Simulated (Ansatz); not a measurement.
## How far each method lies from RCCSDT(Q) for HC–SeH⁺, doublet

Geometry: that of the HC–SeH, triplet, kept fixed.

```
atom    x (Å)    y (Å)    z (Å)
   C  -0.1382   0.0631   1.5565
  Se   0.0124  -0.0276  -0.2598
   H   0.6196  -0.0163   2.3303
   H   0.0556   1.4286  -0.5243
```

Basis cc-pVDZ; Ansatz 0.2.0. Correlated methods freeze the noble-gas cores and the filled d shells of p-block atoms, which leaves 11 electrons in 36 orbitals. R marks a restricted (for open shells ROHF) determinant, U an unrestricted one. Active spaces: valence = (11e, 10o) chosen from the atoms' valence shells. No spin–orbit coupling is included, and no scalar relativity.

Full CI isn't at hand for all of this; RCCSDT(Q) serves as the reference, and is uncertain by about the last step of the cluster series. The frozen core follows each run's orbitals, which can shift R against U totals by a few meV for light atoms and by up to 0.1 eV past Ca.

For open shells CISD is restricted-active-space CI with the open shells as a complete middle space.

```
UHF ⟨S²⟩                          : 1.528
T1 diagnostic (RCCSD)             : 0.0917
largest doubles amplitude (RCCSD) : 0.164
```

| level | E − E(RCCSDT(Q)) (kcal/mol) | share of correlation (%) | wall time |
| --- | --- | --- | --- |
| RHF | 175.34 | 0.00 | – |
| RMP2 | 35.07 | 80.00 | – |
| CISD | 26.93 | 84.64 | 7.5 s |
| RCCSD | 9.95 | 94.33 | – |
| RCCSD(T) | 1.41 | 99.20 | 32 s |
| BCCD(T) | 2.18 | 98.75 | 29 s |
| RCCSDT | 0.66 | 99.62 | – |
| CASSCF (valence space) | 97.87 | 44.18 | – |
| NEVPT2 (valence space) | 20.88 | 88.09 | 20 s |
| MRCISD (valence space) | 6.30 | 96.41 | – |
| MRCISD+Q (valence space) | 0.38 | 99.78 | 34 s |

The correlation energy at RCCSDT(Q), counted from RHF, is -7.603 eV. That run took 2.2 min on 1 thread of AMD EPYC, shared host.

Run but not shown, since their state or frozen core can't be matched to the reference's or they repeat it: UHF, UMP2, UCCSD, UCCSD(T), UCCSDT, UCCSDT(Q).

Times hold each run's SCF and search for its determinant on a shared host, so for small cases they say little of a method's own cost; they ran on 1 thread of AMD EPYC.

Natural occupations of CASSCF (valence space) about the gap: 1.976 1.968 1.959 1.800 1.001 0.205 0.042 0.034 0.021; effectively unpaired electrons, Σ n²(2−n)², 1.29.
